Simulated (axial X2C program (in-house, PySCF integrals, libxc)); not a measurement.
**OB⁻: bond curves with and without spin–orbit coupling**

What are the state, bond length, wavenumber and bond energy of OB⁻, and what does spin–orbit coupling change?

Computed with an in-house X2C program for linear molecules on PySCF integrals. Level: all-electron X2C, O dyall-av3z, B dyall-av3z.

All values are calculated.

## (1) The job

File task.json:

```json
{
 "zs": [
  8,
  5
 ],
 "q": -1,
 "bas": [
  "dyall-av3z",
  "dyall-av3z"
 ],
 "levels": [
  "PBE0",
  "HF",
  "BLYP"
 ],
 "cc": true,
 "r0": 1.35,
 "thr": -2.0,
 "nmax": 90,
 "npts": 10,
 "nst": 2,
 "ntry": 6
}
```

Keys: zs atomic numbers; q charge; bas basis sets; levels methods (HF also brings MP2); cc coupled cluster on or off; r0 starting distance in Å; thr threshold in hartree for freezing inner shells (an s shell follows its p shell); nmax most natural virtual spinors; npts points asked for on the curve; nst determinants followed; ntry starts of the search.

Started as:

```
python so2c.py task.json out
```

Spin-free means the one-electron spin-free X2C Hamiltonian; two-component (2c) means X2C with spin–orbit coupling and atomic mean-field two-electron Coulomb and Gaunt terms. Basis: O dyall-av3z contracted to [7s6p3d2f], B dyall-av3z contracted to [8s7p3d2f]; Gaussian nuclei, density fitting. Masses: O 15.995 u, B 11.009 u.

Notation: σ, π±, δ± give the projection m of an orbital's angular momentum (0, ±1, ±2), α and β its spin, Λ and M_S the sums; ω is the projection of a spinor's total angular momentum and Ω the sum. Logs are in hartree.

After this run come: PBE0, spin-free; HF, spin-free; BLYP, spin-free; MP2 and beyond, spin-free; PBE0, 2c; HF, 2c; BLYP, 2c; MP2 and beyond, 2c.

Before running it: what results should come out? Wanted: for each run, Hamiltonian; Re; ωe; De; μ.

**Answer**, as computed:

Lowest determinant that the search found at its distance, spin-free: M_S = 0, Λ = 0 (closed shell).

Lowest determinant that the search found at its distance, 2c: Ω = 0 (closed shell).

```
Hamiltonian    level  Re (Å)  ωe (cm⁻¹)  De (eV)  μ (D)
  spin-free     PBE0   1.232       1752     9.45  -2.40
  spin-free       HF   1.216       1861     7.50  -2.18
  spin-free      MP2   1.248       1672     9.81    n/a
  spin-free     CCSD   1.239       1730     9.17    n/a
  spin-free  CCSD(T)   1.246       1692     9.33    n/a
  spin-free     BLYP   1.244       1673     9.30  -2.44
         2c     PBE0   1.232       1752     9.45  -2.40
         2c       HF   1.216       1861     7.50  -2.18
         2c      MP2   1.248       1672     9.82    n/a
         2c     CCSD   1.239       1730     9.17    n/a
         2c  CCSD(T)   1.246       1691     9.33    n/a
         2c     BLYP   1.244       1674     9.30  -2.44
```

Dipoles are positive if B is the positive end and refer to the centre of mass.

**Reading.** At CCSD(T), going from spin-free to two-component changes Re by 0 mÅ, ωe by -0.1 %; the spin-free picture holds up (part of it comes from the scalar share of the two-electron terms). De moves by 0.00 eV; both De rest on single-determinant atoms, which can miss part of an open shell's spin–orbit lowering.

De refers to O- + B; at HF, spin-free, to O + B-; at HF, two-component, to O + B-, each in the lowest determinant found, which need not be this curve's own limit. Each curve is one determinant whose occupation by symmetry is held fixed; it was picked as the lowest of a PBE0 search that is not exhaustive. The closed shell is kept restricted; where the fragments are open shells, the energy then runs too high at long range. Dissociation energies refer to the lowest single-determinant-based atoms at the same level and basis. Coupled cluster ran in a truncated set of natural virtual spinors; the MP2 energy of the rest was added.
